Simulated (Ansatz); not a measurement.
Results of r²SCAN (Ansatz, a quantum-chemistry and plane-wave program, PAW) for 2H WSe2.

Numerical settings: plane-wave cutoff 600 eV, 12×12×4 k mesh (along the axes of the cell as run), Fermi–Dirac smearing 0.01 eV, no spin polarisation, scalar-relativistic PAW data made under PBE.

Starting structure:

```
WSe2
1.0
    3.28000     0.00000     0.00000
   -1.64000     2.84056     0.00000
    0.00000     0.00000    12.96000
W Se
2 4
Direct
  0.66667   0.33333   0.75000
  0.33333   0.66667   0.25000
  0.66667   0.33333   0.37900
  0.33333   0.66667   0.87900
  0.33333   0.66667   0.62100
  0.66667   0.33333   0.12100
```

Q: Into what structure does the relaxation of cell and atoms lead at this level, with the symmetry of the start kept?

A: The volume goes up by 8.1 %; final space group P6_3/mmc.
```
WSe2
1.0
    3.31522     0.00000     0.00000
   -1.65761     2.87106     0.00000
    0.00000     0.00000    13.71782
W Se
2 4
Direct
  0.66667   0.33333   0.75000
  0.33333   0.66667   0.25000
  0.66667   0.33333   0.37113
  0.33333   0.66667   0.87113
  0.33333   0.66667   0.62887
  0.66667   0.33333   0.12887
```

Note: the cell comes from a level without a dispersion term, which matters for the spacing of layers, chains or molecules; the cell has widely spaced layers and the level no dispersion term, so their spacing and the moduli can rest on weak binding.
